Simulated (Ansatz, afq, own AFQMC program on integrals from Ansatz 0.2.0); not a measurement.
# CHSi, doublet: AFQMC among the cluster methods

| atom | x (Å) | y (Å) | z (Å) |
| --- | --- | --- | --- |
| Si | 0.0000 | 0.0000 | -1.9458 |
| C | 0.0000 | 0.0000 | 0.4332 |
| H | 0.0000 | 0.0000 | 1.5126 |

Connectivity, by distances: Si ··· CH.

Basis 6-31G. Only valence electrons are correlated. Ansatz 0.2.0 and our own AFQMC program on the same integrals; the CISD trial comes from CCSD amplitudes, and released means the phaseless constraint is let go. ± is one standard error of the sampling.

Determinant: ROHF, the one that the program's search chose, which needn't be the lowest solution. The geometry is a point of a scan.

Full CI on the same integrals is exact in this basis and with this determinant's frozen core.

Cautions: a spin-contaminated unrestricted determinant lies lower (UHF 1.86 eV lower, ⟨S²⟩ 1.88); strong correlation (T1 0.162, weight of the determinant 0.54, largest double 0.35); (T) is large, 8 % of the CCSD correlation; the released energies are still falling, so no released level is given (meV from the phaseless value at times in 1/Eh: -19 ± 8 at 0.24, -31 ± 7 at 0.51, -50 ± 5 at 0.99, -65 ± 4 at 1.62, -72 ± 7 at 2.40).

```
T1 diagnostic                               : 0.1623
weight of the determinant in the CISD state : 0.538
size of the correlated space                : 9 electrons in 18 orbitals
```

```
  level  correlation energy (eV)
    MP2                  -3.0918
   CCSD                  -4.7676
CCSD(T)                  -5.1645
```

Q: Estimate where phaseless AFQMC with a CISD trial lies against CCSD(T) on the same integrals.

A: 165.0 ± 8.8 meV above CCSD(T).

Reference: full CI, correlation energy -5.124 eV. The cautions show a poor starting determinant, so the rows tell how each method copes with it here, and full CI is the sure value.

| level | E − E(reference) (meV) | share of correlation (%) |
| --- | --- | --- |
| CCSD(T) | -40.5 | 100.79 |
| CCSDT | 54.5 | 98.94 |
| CCSDT(Q) | -11.0 | 100.22 |
| CCSDTQ | 8.4 | 99.84 |
| ph-AFQMC/CISD | 124.5 ± 8.8 | 97.57 |

CCSDT and higher add their correlation energy to the determinant of the CCSD(T) run, since their own runs factorise the integrals more tightly (a shift of under 2 meV). A walk keeps the symmetry of its determinant, which the program's search chose and which needn't be the lowest solution, so a lower state of the same spin and another symmetry isn't excluded.
